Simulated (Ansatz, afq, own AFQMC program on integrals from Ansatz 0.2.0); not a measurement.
# Si2H7, doublet: AFQMC among the cluster methods

```
atom    x (Å)    y (Å)    z (Å)
  Si  -1.6444   0.0000   0.0000
   H  -2.1393   1.3997   0.0000
   H  -2.1393  -0.6999   1.2122
   H  -2.1393  -0.6999  -1.2122
   H  -0.0544   0.0000   0.0000
  Si   1.6506   0.0000   0.0000
   H   2.1005  -1.4163   0.0000
   H   2.1005   0.7081  -1.2265
   H   2.1005   0.7081   1.2265
```

Basis cc-pVDZ. Noble-gas cores (and the filled d shells of Ga–Kr and In–Xe) are frozen. AFQMC by an in-house program on the Cholesky factors that Ansatz 0.2.0 writes for its CCSD(T) run. ph-AFQMC/CISD is guided by a CISD state made of CCSD amplitudes; releasing the constraint for a short imaginary time cuts its bias at the price of noise, slowly where states lie close. Uncertainties: one standard error, sampling alone.

Determinant: UHF, the one that the program's search chose, which needn't be the lowest solution. The geometry is a point of a scan.

No full CI on the walks' own integrals is used here; CCSDT(Q) serves as the reference and is uncertain by about the last step of the cluster series.

The T1 diagnostic is 0.0132 and the weight of the determinant in the CISD state is 0.854. The ⟨S²⟩ of the determinant is 0.767 and the size of the correlated space is 15 electrons in 61 orbitals.

```json
{"level": "MP2", "correlation energy (eV)": "-6.1286"}
{"level": "CCSD", "correlation energy (eV)": "-7.6853"}
{"level": "CCSD(T)", "correlation energy (eV)": "-7.8523"}
```

Task: Estimate where phaseless AFQMC with a CISD trial lies against CCSD(T) on the same integrals.

Result: 3.3 ± 0.3 kJ/mol below CCSD(T).

Reference: CCSDT(Q), correlation energy -7.895 eV. The released energy is read at 1.50 1/Eh (meV from the phaseless value at times in 1/Eh: -5 ± 3 at 0.24, -10 ± 4 at 0.51, -12 ± 3 at 0.99, -13 ± 4 at 1.50).

```json
{"level": "CCSD(T)", "E − E(reference) (kJ/mol)": "4.1", "share of correlation (%)": "99.46"}
{"level": "CCSDT", "E − E(reference) (kJ/mol)": "0.5", "share of correlation (%)": "99.93"}
{"level": "ph-AFQMC/HF", "E − E(reference) (kJ/mol)": "-8.7 ± 2.0", "share of correlation (%)": "101.14"}
{"level": "ph-AFQMC/CISD", "E − E(reference) (kJ/mol)": "0.8 ± 0.3", "share of correlation (%)": "99.89"}
{"level": "released AFQMC", "E − E(reference) (kJ/mol)": "-0.5 ± 0.4", "share of correlation (%)": "100.06"}
```

A walk keeps the symmetry of its determinant, which the program's search chose and which needn't be the lowest solution, so a lower state of the same spin and another symmetry isn't excluded. Released energies are given only where the last usable release times agree within the noise; a slower fall can still hide under it.
